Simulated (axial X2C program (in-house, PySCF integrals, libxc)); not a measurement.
# How long does MgAl take?

A bond scan computed with an axial X2C code built on PySCF integrals. Basis: Al dyall-v3z [8s8p2d1f], Mg dyall-cv3z [9s8p6d3f] (cores contracted in-house).

Input file and command:
```json
{"zs": [13, 12], "q": 0, "bas": ["dyall-v3z", "dyall-cv3z"], "levels": ["PBE0", "HF", "LDA"], "cc": true, "r0": 2.65, "thr": -2.0, "nmax": 90, "npts": 10, "nst": 2, "ntry": 6}
```
```bash
python so2c.py task.json out
```

Keys: zs atomic numbers; q charge; bas basis sets; levels methods; cc coupled cluster on or off; r0 starting distance in Å; thr threshold in hartree for freezing inner shells (an s shell follows its p shell); nmax most natural virtual spinors; npts points on the curve; nst determinants followed; ntry starts of the search. HF also brings MP2.

Hardware: 1 thread of Intel(R) Xeon(R) 6975P-C (Granite Rapids) (shared host).

Wall time of one point of each curve, integrals apart:

```
Hamiltonian                               level  points  seconds a point
  spin-free                                PBE0      10             0.19
  spin-free                                  HF      10             0.15
  spin-free  CCSD(T) (5 electrons, 90 virtuals)       7              1.1
  spin-free                                 LDA      10              0.1
         2c                                PBE0      10             0.25
         2c                                  HF      10             0.28
         2c  CCSD(T) (5 electrons, 90 virtuals)       7              1.7
         2c                                 LDA      10             0.11
```

The rest:

Search with its distance optimisation 7.8 s, atoms 1.4 s, whole task 41 s. Coupled cluster runs on the points near the minimum only. The program drops outer points, and coupled cluster, when its time limit (not in the input) nears; MP2, further determinants and curves that did not converge are not in the table.
